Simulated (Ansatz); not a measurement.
Relaxation of H4NSi (6 atoms, charge 0, multiplicity 2), to a largest force component of 0.02 eV/Å in at most 40 steps.

Level of theory: UKS BHLYP/def2-SVP in Ansatz 0.2.0.

```xyz
6
Properties=species:S:1:pos:R:3
N 0.601 -0.880 0.944
Si -0.223 0.348 -0.101
H 0.882 -1.573 0.308
H -1.239 -0.300 -0.857
H 0.787 0.874 -1.071
H -0.765 1.467 0.731
```

Where does it end, and by what steps?

The forces met the threshold. After 5 steps the energy has fallen by 0.140 eV; H3 moved furthest, 0.11 Å.

```
step  energy less start (eV)  largest force component (eV/Å)  accepted
   0                  0.0000                           2.162       yes
   1                 -0.1156                           0.636       yes
   2                 -0.1363                           0.290       yes
   3                 -0.1169                           0.522        no
   4                 -0.1396                           0.070       yes
   5                 -0.1398                           0.011       yes
```

```xyz
6
Properties=species:S:1:pos:R:3
N 0.574 -0.852 0.908
Si -0.205 0.351 -0.111
H 0.948 -1.638 0.376
H -1.313 -0.273 -0.879
H 0.783 0.910 -1.068
H -0.744 1.439 0.727
```

Whether the end is a true minimum wasn't checked by a vibrational analysis.

Run time: 14 s on 1 thread of Intel(R) Xeon(R) Platinum 8375C CPU @ 2.90GHz (Ice Lake), on a shared host, peak memory 0.15 GiB.
